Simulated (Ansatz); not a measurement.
Input file:

```yaml
crystal:
  periodic: [false, false, false]
  atoms:
    - {symbol: Ga, position_ang: [0.000000, 0.000000, 0.000000]}
    - {symbol: H, position_ang: [0.582034, 0.592382, 1.207651]}
    - {symbol: H, position_ang: [-0.590963, -0.583452, 1.207662]}
    - {symbol: H, position_ang: [-0.583444, 0.582026, -1.211998]}
    - {symbol: H, position_ang: [0.592374, -0.590955, -1.203315]}
basis:
  gaussian: {orbitals: cc-pVDZ}
total_charge: 1
magnetization: {spin_polarized: false, initial_magnetization: 2}
correlation: {active_space: {ras: {orbitals: [16, 2, 29], electrons: 31, max_holes: 2, max_particles: 2}, fixed_orbitals: true}}
```

```sh
$ ansatz run in.yaml --threads 1 --pin off --events-out ev --progress --plain --max-ram 2393MiB
```

Problem. How does this run end?

Solution. Stopped by an error. The input was made wrong on purpose (electron count of the space is wrong), so the run isn't a sound calculation of what was asked.
```
496 factors; integrals over basis functions are off by at most 6.8e-4 eV
mean field evaluation 1: about -52381.7325 eV, gradient 8.1e0 eV
mean field evaluation 2: about -52381.7383 eV, gradient 8.1e0 eV
mean field evaluation 4: about -52382.1887 eV, gradient 2.1e-1 eV
mean field evaluation 8: about -52382.1887 eV, gradient 2.6e-4 eV
mean field -52382.18866207 eV, -1925.0099274085 hartree, gradient 7.5e-7 eV, S^2 2.000000; 0 other end points of the search recorded, 0 dependent functions left out
reference -52382.18866207 eV, -1925.0099274085 hartree; 18, 16 occupied and 29, 31 virtual orbitals, 496 factors
Error: 31 electrons in 47 orbitals form no window around the highest filled level of the reference
```
